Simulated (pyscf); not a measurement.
Four-centre exchange: H₂N–SiH₂–NH₂ + silane (SiH₄) → H₂N–SiH(NH₂)–SiH₃ + hydrogen (H₂)

Gas phase, singlet surface, charge 0. Bonds broken: Si2–H6, Si10–H11. Bonds formed: Si2–Si10, H6–H11. Optimised with ωB97X-D3(BJ)/def2-SVP in PySCF.

Transition state (Å):

```xyz
14

N     -0.2414     0.2657    -1.4626
Si    -1.0050     0.2322     0.0750
N     -0.7219     1.7080     0.9069
H     -0.2701     1.0919    -2.0501
H      0.0380    -0.5670    -1.9668
H     -0.8446    -1.4841     0.7041
H     -2.4879     0.0238     0.1219
H     -1.4009     2.0525     1.5765
H      0.2285     1.9662     1.1552
Si     0.6301    -1.3737     1.2612
H     -0.6451    -2.5916     1.1801
H      0.4414    -1.4115     2.7415
H      1.4726    -0.0833     1.1133
H      1.4447    -2.3113     0.4291
```

One imaginary mode, 1663i cm⁻¹; descent along it reached the two sides named.

| bond | change | reactant side (Å) | saddle | product side |
|---|---|---|---|---|
| Si2–H6 | breaks | 1.498 | 1.835 | 3.4 |
| Si10–H11 | breaks | 1.481 | 1.765 | 3.3 |
| Si2–Si10 | forms | 4.0 | 2.581 | 2.343 |
| H6–H11 | forms | 2.8 | 1.222 | 0.760 |

Electronic energies relative to the separated reactants (kcal/mol):

| level | barrier | reaction energy | reverse barrier |
|---|---|---|---|
| ωB97X-D3(BJ)/def2-TZVP | 73.2 | +3.7 | 69.6 |
| PBE/def2-TZVP | 66.1 | +4.6 | 61.5 |
| r²SCAN/def2-TZVP | 69.4 | +5.6 | 63.8 |
| B3LYP-D3(BJ)/def2-TZVP | 73.6 | +6.5 | 67.1 |
| PBE0-D3(BJ)/def2-TZVP | 68.3 | +4.7 | 63.7 |
| M06-2X/def2-TZVP | 77.1 | +6.9 | 70.2 |
| ωB97M-D3(BJ)/def2-TZVP | 75.7 | +8.4 | 67.3 |
| HF/def2-TZVP | 100.1 | +15.2 | 84.9 |

With ωB97M-D3(BJ)/def2-TZVP energies and thermal terms (ideal gas, 1 atm, RRHO with modes under 100 cm⁻¹ raised to 100, one conformer, R ln 2 for chiral ones without a mode under 150 cm⁻¹), in kcal/mol:

```csv
T (K),ΔH‡,ΔG‡,ΔH,ΔG
298,74.5,84.1,+6.8,+7.5
600,75.2,93.6,+8.5,+7.5
900,76.0,102.7,+9.5,+6.8
1200,76.8,111.4,+10.1,+5.8
```

At the saddle there is also a short H–Si contact that neither side keeps. The same reactants have a lower exit, to H₂N–SiH₂–NH–SiH₃ + H₂ (barrier +43.1 kcal/mol at ωB97M-D3(BJ)/def2-TZVP, against +75.7 kcal/mol here). H₂N–SiH(NH₂)–SiH₃ lies 16.0 kcal/mol over its isomer H₂N–SiH₂–NH–SiH₃ (electronic energy, ωB97M-D3(BJ)/def2-TZVP). One saddle was located; it need not be the lowest between these sides.
